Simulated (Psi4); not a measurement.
N2O, charge +1, quartet, geometry from GFN2-xTB of the parent state (a state made from the parent by changing its charge; the spin is typed, not shown lowest); Psi4 with TPSS/STO-3G.

Psi4 was given this input:
```
memory 2 GB

molecule {
1 4
N    -0.00000000   -0.00000000   -1.17224503
N    -0.00000000   -0.00000000   -0.06654726
O     0.00000000    0.00000000    1.08394325
}

set {
  basis sto-3g
  reference uks
}

energy('tpss')
print_variables()
```

Q: Write the output that Psi4 gives for this input, abridged.

A: 
```
   => Loading Basis Set <=

    Name: STO-3G
    Role: ORBITAL
    Keyword: BASIS

         ---------------------------------------------------------
                                   SCF
               by Justin Turney, Rob Parrish, Andy Simmonett
                          and Daniel G. A. Smith
                              UKS Reference
         ---------------------------------------------------------

  ==> Geometry <==

    Molecular point group: c2v
    Full point group: C_inf_v

    Geometry (in Angstrom), charge = 1, multiplicity = 4:

       Center              X                  Y                   Z               Mass
    ------------   -----------------  -----------------  -----------------  -----------------
         N            0.000000000000     0.000000000000    -1.172033208371    14.003074004430
         N            0.000000000000     0.000000000000    -0.066335438371    14.003074004430
         O            0.000000000000     0.000000000000     1.084155071629    15.994914619570

  Running in c2v symmetry.

  Rotational constants: A = ************  B =      0.44249  C =      0.44249 [cm^-1]
  Rotational constants: A = ************  B =  13265.44422  C =  13265.44422 [MHz]
  Nuclear repulsion =   62.343119590263754

  Charge       = 1
  Multiplicity = 4
  Electrons    = 21
  Nalpha       = 12
  Nbeta        = 9

  ==> Algorithm <==

  SCF Algorithm Type is DF.
  DIIS enabled.
  MOM disabled.
  Fractional occupation disabled.
  Guess Type is SAD.
  Energy threshold   = 1.00e-06
  Density threshold  = 1.00e-06
  Integral threshold = 1.00e-12

  ==> Primary Basis <==

  Basis Set: STO-3G
    Blend: STO-3G
    Number of shells: 9
    Number of basis functions: 15
    Number of Cartesian functions: 15
    Spherical Harmonics?: true
    Max angular momentum: 1

  ==> DFT Potential <==

   => LibXC <=

    Version 7.1.2
    S. Lehtola, C. Steigemann, M. J. T. Oliveira, and M. A. L. Marques,  SoftwareX 7, 1–5 (2018) (10.1016/j.softx.2017.11.002)

   => Composite Functional: TPSS <=

    TPSS Meta-GGA XC Functional

    J. Tao, et al., Phys. Rev. Lett., 91, 146401, 2003

    Deriv               =              1
    GGA                 =           TRUE
    Meta                =           TRUE

    Exchange Hybrid     =          FALSE
    MP2 Hybrid          =          FALSE

   => Exchange Functionals <=

    1.0000   XC_MGGA_X_TPSS

   => Correlation Functionals <=

    1.0000   XC_MGGA_C_TPSS

   => LibXC Density Thresholds  <==

    XC_MGGA_C_TPSS:  1.00E-15
    XC_MGGA_X_TPSS:  1.00E-15

   => Molecular Quadrature <=

    Radial Scheme          =       TREUTLER
    Pruning Scheme         =           NONE
    Nuclear Scheme         =       TREUTLER

    Blocking Scheme        =         OCTREE
    BS radius alpha        =              1
    Pruning alpha          =              1
    Radial Points          =             75
    Spherical Points       =            302
    Total Points           =          61346
    Total Blocks           =            533
    Max Points             =            256
    Max Functions          =             15
    Weights Tolerance      =       1.00E-15

   => Loading Basis Set <=

    Name: (STO-3G AUX)
    Role: JKFIT
    Keyword: DF_BASIS_SCF

  ==> Integral Setup <==

  SCF_SUBTYPE=INCORE selected. In-core MEM_DF algorithm will be used.
  Using in-core AOs.

  ==> MemDFJK: Density-Fitted J/K Matrices <==

    J tasked:                   Yes
    K tasked:                    No
    wK tasked:                   No
    Algorithm:                 Core
    Schwarz Cutoff:           1E-12
    Mask sparsity (%):       0.8889
    Fitting Condition:        1E-10

   => Auxiliary Basis Set <=

  Basis Set: (STO-3G AUX)
    Blend: DEF2-UNIVERSAL-JKFIT
    Number of shells: 75
    Number of basis functions: 231
    Number of Cartesian functions: 279
    Spherical Harmonics?: true
    Max angular momentum: 4

  Minimum eigenvalue in the overlap matrix is 1.6055949206E-01.
  Reciprocal condition number of the overlap matrix is 8.2279195240E-02.
    Using symmetric orthogonalization.

  ==> Pre-Iterations <==

  SCF Guess: Superposition of Atomic Densities via on-the-fly atomic UHF (no occupation information).

   -------------------------
    Irrep   Nso     Nmo
   -------------------------
     A1         9       9
     A2         0       0
     B1         3       3
     B2         3       3
   -------------------------
    Total      15      15
   -------------------------

  ==> Iterations <==

                           Total Energy        Delta E     RMS |[F,P]|

   @DF-UKS iter SAD:  -181.91577970148731   -1.81916e+02   0.00000e+00
    Occupation by irrep:
             A1    A2    B1    B2
    DOCC [     6,    0,    2,    1 ]
    SOCC [     1,    0,    0,    2 ]
    NA   [     7,    0,    2,    3 ]
    NB   [     6,    0,    2,    1 ]

   @DF-UKS iter   1:  -181.41864911268380    4.97131e-01   4.19926e-02 ADIIS/DIIS
    Occupation by irrep:
             A1    A2    B1    B2
    DOCC [     7,    0,    1,    1 ]
    SOCC [     0,    0,    1,    2 ]
    NA   [     7,    0,    2,    3 ]
    NB   [     7,    0,    1,    1 ]

   @DF-UKS iter   2:  -180.42268607918470    9.95963e-01   1.07346e-01 ADIIS
   @DF-UKS iter   3:  -181.51339170115958   -1.09071e+00   1.89210e-02 ADIIS/DIIS
   @DF-UKS iter   4:  -181.53973652892299   -2.63448e-02   4.18582e-03 ADIIS/DIIS
   @DF-UKS iter   5:  -181.54054861313190   -8.12084e-04   2.97373e-03 ADIIS/DIIS
   @DF-UKS iter   6:  -181.54104704677164   -4.98434e-04   2.46024e-04 ADIIS/DIIS
   @DF-UKS iter   7:  -181.54105274620179   -5.69943e-06   3.06173e-05 DIIS
   @DF-UKS iter   8:  -181.54105284949389   -1.03292e-07   3.56189e-06 DIIS
   @DF-UKS iter   9:  -181.54105285046796   -9.74069e-10   5.32573e-07 DIIS
  Energy and wave function converged.

  ==> Post-Iterations <==

   Electrons on quadrature grid:
      Nalpha   =   12.0000002769 ; deviation = 2.769e-07
      Nbeta    =    9.0000004663 ; deviation = 4.663e-07
      Ntotal   =   21.0000007432 ; deviation = 7.432e-07

   @Spin Contamination Metric:   1.092672162E-02
   @S^2 Expected:                3.750000000E+00
   @S^2 Observed:                3.760926722E+00
   @S   Expected:                1.500000000E+00
   @S   Observed:                1.500000000E+00

    Orbital Energies [Eh]
    ---------------------

    Alpha Occupied:

       1A1   -19.489717     2A1   -14.636454     3A1   -14.558716
       4A1    -1.651056     5A1    -1.469411     6A1    -0.965161
       1B2    -0.939685     1B1    -0.937478     7A1    -0.757706
       2B2    -0.736773     2B1    -0.734465     3B2    -0.429151

    Alpha Virtual:

       3B1    -0.410469     8A1    -0.229545     9A1     0.418461

    Beta Occupied:

       1A1   -19.466609     2A1   -14.628398     3A1   -14.537982
       4A1    -1.596978     5A1    -1.415733     6A1    -0.911012
       1B1    -0.881505     1B2    -0.847600     7A1    -0.704011

    Beta Virtual:

       2B1    -0.626143     2B2    -0.600066     3B1    -0.333034
       3B2    -0.288989     8A1    -0.167258     9A1     0.484858

    Final Occupation by Irrep:
             A1    A2    B1    B2
    DOCC [     7,    0,    1,    1 ]
    SOCC [     0,    0,    1,    2 ]
    NA   [     7,    0,    2,    3 ]
    NB   [     7,    0,    1,    1 ]

  @DF-UKS Final Energy:  -181.54105285046796

   => Energetics <=

    Nuclear Repulsion Energy =             62.3431195902637540
    One-Electron Energy =                -360.5010208392263849
    Two-Electron Energy =                 138.4225243009539383
    DFT Exchange-Correlation Energy =     -21.8056759024592886
    Empirical Dispersion Energy =           0.0000000000000000
    VV10 Nonlocal Energy =                  0.0000000000000000
    Total Energy =                       -181.5410528504679633

  UHF NO Occupations:
  HONO-2 :    2 B2 1.0000000
  HONO-1 :    2 B1 1.0000000
  HONO-0 :    3 B2 1.0000000
  LUNO+0 :    3 B1 0.0039788
  LUNO+1 :    8 A1 0.0011696
  LUNO+2 :    9 A1 0.0003237

Computation Completed

Properties will be evaluated at   0.000000,   0.000000,   0.000000 [a0]

Properties computed using the SCF density matrix

 Multipole Moments:

 ------------------------------------------------------------------------------------
     Multipole            Electronic (a.u.)      Nuclear  (a.u.)        Total (a.u.)
 ------------------------------------------------------------------------------------

 L = 1.  Multiply by 2.5417464519 to convert [e a0] to [Debye]
 Dipole X            :          0.0000000            0.0000000            0.0000000
 Dipole Y            :          0.0000000            0.0000000            0.0000000
 Dipole Z            :          0.3747188            0.0088062            0.3835251
 Magnitude           :                                                    0.3835251

 ------------------------------------------------------------------------------------

  Variable Map:
  ----------------------------------------------------------------------------
  "CURRENT ENERGY"              =>    -181.541052850468
  "CURRENT REFERENCE ENERGY"    =>    -181.541052850468
  "DD SOLVATION ENERGY"         =>       0.000000000000
  "DFT FUNCTIONAL TOTAL ENERGY" =>    -181.541052850468
  "DFT TOTAL ENERGY"            =>    -181.541052850468
  "DFT VV10 ENERGY"             =>       0.000000000000
  "DFT XC ENERGY"               =>     -21.805675902459
  "GRID ELECTRONS ALPHA"        =>      12.000000276860
  "GRID ELECTRONS BETA"         =>       9.000000466344
  "GRID ELECTRONS TOTAL"        =>      21.000000743204
  "NUCLEAR REPULSION ENERGY"    =>      62.343119590264
  "ONE-ELECTRON ENERGY"         =>    -360.501020839226
  "PCM POLARIZATION ENERGY"     =>       0.000000000000
  "PE ENERGY"                   =>       0.000000000000
  "SCF ITERATION ENERGY"        =>    -181.541052850468
  "SCF ITERATIONS"              =>       9.000000000000
  "SCF TOTAL ENERGY"            =>    -181.541052850468
  "TWO-ELECTRON ENERGY"         =>     138.422524300954
  "XC GRID RADIAL POINTS"       =>      75.000000000000
  "XC GRID SPHERICAL POINTS"    =>     302.000000000000
  "XC GRID TOTAL POINTS"        =>   61346.000000000000

  Array Variable Map:
  ----------------------------------------------------------------------------
  "CURRENT DIPOLE"              =>       0.000000000000 ... 0.383525056699 1 by 3
  "SCF DIPOLE"                  =>       0.000000000000 ... 0.383525056699 1 by 3
  "SCF TOTAL ENERGIES"          =>    -181.915779701487 ... -181.541052850468 1 by 10
```
